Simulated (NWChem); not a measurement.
AlF₃; SMILES [Al]([F])([F])[F]

```xyz
4

Al     0.0000     0.0000     0.0000
F     -0.4630    -1.5733     0.0000
F     -1.1310     1.1876     0.0000
F      1.5940     0.3857     0.0000
```
Atoms are numbered in this order, from 1.

Coordinates come from a B3LYP/6-31G* (spherical d) optimisation. B3LYP is NWChem's, with the RPA form of VWN correlation.

Problem. List the 4 lowest vertical singlet excitations from B3LYP/6-31G* (spherical d), full TDDFT (NWChem).

Solution. 
| state | energy (eV) | oscillator strength | leading excitation (squared amplitude) |
|---|---|---|---|
| S1 | 7.78 | 0.000 | HOMO → LUMO (1.00) |
| S2 | 8.21 | 0.000 | HOMO−1 → LUMO (0.99) |
| S3 | 8.21 | 0.000 | HOMO−2 → LUMO (0.99) |
| S4 | 8.58 | 0.071 | HOMO−3 → LUMO (0.97) |
